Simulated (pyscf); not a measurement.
`[CH2][CH3]` [doublet] + `[SiH3][Cl]` → `[CH3][CH3]` + `[SiH2][Cl]` [doublet] (hydrogen abstraction; doublet surface; H–Si broken, C–H formed). Structures and frequencies: ωB97X-D3(BJ)/def2-SVP in PySCF. Energies in kJ/mol from the separated reactants.

```tsv
level	barrier	reaction energy
ωB97X-D3(BJ)/def2-TZVP	28.3	-48.9
r²SCAN/def2-TZVP	…	…
PBE0-D3(BJ)/def2-TZVP	16.7	-56.2
M06-2X/def2-TZVP	31.9	-59.5
ωB97M-D3(BJ)/def2-TZVP	…	-48.7
HF/def2-TZVP	93.2	-24.7
```

### Question
Some entries are withheld; supply them.

### Answer

- r²SCAN/def2-TZVP, barrier: 23.4
- r²SCAN/def2-TZVP, reaction energy: -48.1
- ωB97M-D3(BJ)/def2-TZVP, barrier: 32.4

The functionals in the table span 15.8 kJ/mol in this barrier, from PBE0-D3(BJ) to ωB97M-D3(BJ)/def2-TZVP. This is the saddle that the search found; another between the same sides may lie lower. The angle at the transferred H is 163°.
